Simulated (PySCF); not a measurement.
**SiH3Cl (SMILES [SiH3]Cl) at MP2/STO-3G**

What is the energy change on altering one bond length of SiH3Cl at MP2/STO-3G? Input form: a Python script.

The calculation is run with PySCF 2.14.0.

9 further runs of the same task are left out: 9 set aside as unsound or not needed.

**1. The system as given**

SiH3Cl: 5 atoms, total charge 0, spin state singlet. As SMILES, `[SiH3]Cl`. The coordinates come from a PBE0-D4/def2-TZVP relaxation.

Bond lengths: Si1–Cl2 2.054 Å, Si1–H3 1.481 Å, Si1–H4 1.481 Å, Si1–H5 1.481 Å. Angles: Cl2–Si1–H3 108.5°, Cl2–Si1–H4 108.5°, Cl2–Si1–H5 108.5°, H3–Si1–H4 110.4°, H3–Si1–H5 110.4°, H4–Si1–H5 110.4°.

**2. The energy at MP2/STO-3G**

Contents of run.py:

```python
from pyscf import gto, mp

mol = gto.M(
    atom='''
Si  -0.112000   0.018600  -0.030900
Cl   1.838300  -0.513500   0.329900
H   -0.950900  -0.488300   1.079100
H   -0.534700  -0.585700  -1.314900
H   -0.190800   1.495400  -0.104700
''',
    charge=0,
    verbose=3,
    basis='sto-3g',
    max_memory=1860,
)

myscf = mol.RHF()
myscf.conv_tol = 1e-10
myscf.kernel()
if not myscf.converged:
    myscf = myscf.newton().run(myscf.mo_coeff, myscf.mo_occ)

pt = mp.MP2(myscf, frozen=10).run()
etot = pt.e_tot
print(f'total energy: {etot:.8f} hartree')
```

Run with:

```bash
$ OMP_NUM_THREADS=1 python run.py
```

Output:

```text
converged SCF energy = -741.972181284324
E(RMP2) = -742.017397349655  E_corr = -0.0452160653318412
E(SCS-RMP2) = -742.02501207687  E_corr = -0.052830792546572
total energy: -742.01739735 hartree
```

Run time: 0.81 s. Hardware: 1 thread of Arm Neoverse V1, shared host; peak memory 0.12 GiB.

**3. The distorted shape, same level**

Contents of calc.py:

```python
from pyscf import gto, scf, mp

mol = gto.M(
    atom='''
Si       0.055795       0.119989      -0.252920
Cl       2.006095      -0.412111       0.107880
H       -0.950900      -0.488300       1.079100
H       -0.366905      -0.484311      -1.536920
H       -0.023005       1.596789      -0.326720
''',
    max_memory=1860,
    basis='sto-3g',
    verbose=4,
)

mf = scf.RHF(mol)
mf.conv_tol = 1e-10
mf.kernel()
if not mf.converged:
    mf = mf.newton().run(mf.mo_coeff, mf.mo_occ)

pt = mp.MP2(mf, frozen=10).run()
e_tot = pt.e_tot
print('Final energy', e_tot)
```

Run with:

```bash
$ OMP_NUM_THREADS=1 python calc.py
```

Output:

```text
PySCF version 2.14.0

[INPUT] num. atoms = 5
[INPUT] num. electrons = 34
[INPUT] charge = 0
[INPUT] spin (= nelec alpha-beta = 2S) = 0
[INPUT] symmetry False subgroup None
[INPUT] Mole.unit = angstrom
[INPUT] Symbol           X                Y                Z      unit          X                Y                Z       unit  Magmom
[INPUT]  1 Si     0.055795000000   0.119989000000  -0.252920000000 AA    0.105437269120   0.226746347960  -0.477949531425 Bohr   0.0
[INPUT]  2 Cl     2.006095000000  -0.412111000000   0.107880000000 AA    3.790970129859  -0.778776922921   0.203863654318 Bohr   0.0
[INPUT]  3 H     -0.950900000000  -0.488300000000   1.079100000000 AA   -1.796940571849  -0.922753266625   2.039203461018 Bohr   0.0
[INPUT]  4 H     -0.366905000000  -0.484311000000  -1.536920000000 AA   -0.693349963734  -0.915215149114  -2.904357875367 Bohr   0.0
[INPUT]  5 H     -0.023005000000   1.596789000000  -0.326720000000 AA   -0.043473149496   3.017493888718  -0.617411319418 Bohr   0.0

nuclear repulsion = 85.2377022327821
number of shells = 13
number of NR pGTOs = 63
number of NR cGTOs = 21
basis = sto-3g
ecp = {}

******** <class 'pyscf.scf.hf.RHF'> ********
method = RHF
initial guess = minao
damping factor = 0
level_shift factor = 0
DIIS = <class 'pyscf.scf.diis.CDIIS'>
diis_start_cycle = 1
diis_space = 8
diis_damp = 0
SCF conv_tol = 1e-10
SCF conv_tol_grad = None
SCF max_cycles = 50
direct_scf = True
direct_scf_tol = 1e-13
Set gradient conv threshold to 1e-05
Initial guess from minao.
init E= -741.154961666487
  HOMO = -0.325655735321431  LUMO = 0.188360465408588  gap/eV = 13.98709
cycle= 1 E= -741.902581213294  delta_E= -0.748  |g|= 0.199  |ddm|=  2.2
  HOMO = -0.337648148401958  LUMO = 0.298385172021887  gap/eV = 17.30735
cycle= 2 E= -741.926551941207  delta_E= -0.024  |g|= 0.0391  |ddm|= 0.502
  HOMO = -0.355072122560033  LUMO = 0.320464147501588  gap/eV = 18.38228
cycle= 3 E= -741.927349484  delta_E= -0.000798  |g|= 0.00952  |ddm|= 0.0785
  HOMO = -0.358877402858054  LUMO = 0.320816470565542  gap/eV = 18.49541
cycle= 4 E= -741.927422399841  delta_E= -7.29e-05  |g|= 0.00113  |ddm|= 0.0305
  HOMO = -0.358838793070152  LUMO = 0.320827085769842  gap/eV = 18.49465
cycle= 5 E= -741.927423475278  delta_E= -1.08e-06  |g|= 0.000119  |ddm|= 0.00395
  HOMO = -0.358843172357204  LUMO = 0.32084776193294  gap/eV = 18.49533
cycle= 6 E= -741.92742348668  delta_E= -1.14e-08  |g|= 1.41e-05  |ddm|= 0.000387
  HOMO = -0.358848430749775  LUMO = 0.320845644422332  gap/eV = 18.49542
cycle= 7 E= -741.927423486832  delta_E= -1.52e-10  |g|= 1.05e-06  |ddm|= 4.47e-05
  HOMO = -0.358848728013005  LUMO = 0.320845721646269  gap/eV = 18.49543
cycle= 8 E= -741.927423486834  delta_E= -2.05e-12  |g|= 2.67e-07  |ddm|= 3.6e-06
  HOMO = -0.358848709133699  LUMO = 0.320845710735515  gap/eV = 18.49543
Extra cycle  E= -741.927423486834  delta_E= 2.27e-13  |g|= 1.12e-07  |ddm|= 8.34e-07
converged SCF energy = -741.927423486834

******** <class 'pyscf.mp.mp2.RMP2'> ********
nocc = 7, nmo = 11
frozen orbitals 10
E(RMP2) = -741.979284707812  E_corr = -0.0518612209778912
E(SCS-RMP2) = -741.98790420044  E_corr = -0.0604807136060343
E_corr(same-spin) = -0.00202240565473281
E_corr(oppo-spin) = -0.0498388153231584
Final energy -741.9792847078121
```

It took 0.83 s on 1 thread of Arm Neoverse V1, shared host; peak memory 0.12 GiB.

**4. Outcome**

At MP2/STO-3G, 10 core orbitals frozen:

| quantity | value |
| --- | --- |
| first shape: total energy | -742.01740 Eh |
| first shape: dipole moment (Hartree–Fock density) | 2.84 D |
| first shape: HOMO energy (Hartree–Fock orbitals) | -10.15 eV |
| first shape: LUMO energy (Hartree–Fock orbitals) | 9.58 eV |
| first shape: HOMO–LUMO gap (Hartree–Fock orbitals) | 19.73 eV |
| first shape: correlation energy (10 core orbitals frozen) | -45.2 mEh |
| distorted shape: total energy | -741.97928 Eh |
| distorted shape: dipole moment (Hartree–Fock density) | 2.78 D |
| distorted shape: HOMO energy (Hartree–Fock orbitals) | -9.76 eV |
| distorted shape: LUMO energy (Hartree–Fock orbitals) | 8.73 eV |
| distorted shape: HOMO–LUMO gap (Hartree–Fock orbitals) | 18.50 eV |
| distorted shape: correlation energy (10 core orbitals frozen) | -51.9 mEh |
| energy change with the Si1–H3 bond stretched from 1.481 to 1.777 Å | 1.037 eV |

What this shows: With the Si1–H3 bond stretched from 1.481 to 1.777 Å the energy rises by 1.04 eV (100 kJ/mol). The first shape isn't relaxed at this level, so the change isn't measured from a minimum. The minimal basis adds a large error of its own. Mulliken charges (distorted shape) of the mean-field density run from -0.39 on Cl2 to +0.75 on Si1.
